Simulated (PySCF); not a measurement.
# Ionisation energy of B by level of theory

B [He] 2s2 2p1 (2P) → B⁺ [He] 2s2 (1S), as a difference of total energies. Calculation: PySCF 2.14, in aug-cc-pVDZ-DK (4s3p2d, 23 functions); the spin-free X2C one-electron Hamiltonian (Gaussian nucleus). Correlated levels: valence: 1s2 frozen. The calculations carry no spin-orbit coupling.

| method | ionisation energy (eV) |
| --- | --- |
| UHF | 8.040 |
| LDA | 8.649 |
| PBE | 8.691 |
| PBE0 | 8.660 |
| r2SCAN | 8.768 |
| TPSSh | 8.756 |
| B3LYP | 8.762 |
| PBEsol | 8.564 |
| HSE06 | 8.665 |
| MP2 (valence) | 8.160 |
| SCS-MP2 (valence) | 8.124 |

How much does correlation contribute at MP2 (valence)?

8.160 − (8.040) = 0.120 eV, measured against UHF.

Errors of the correlated levels include the incompleteness of this basis and the frozen core.

For comparison: 8.297 eV (measured; NIST levels, between the centres of gravity of the two terms).
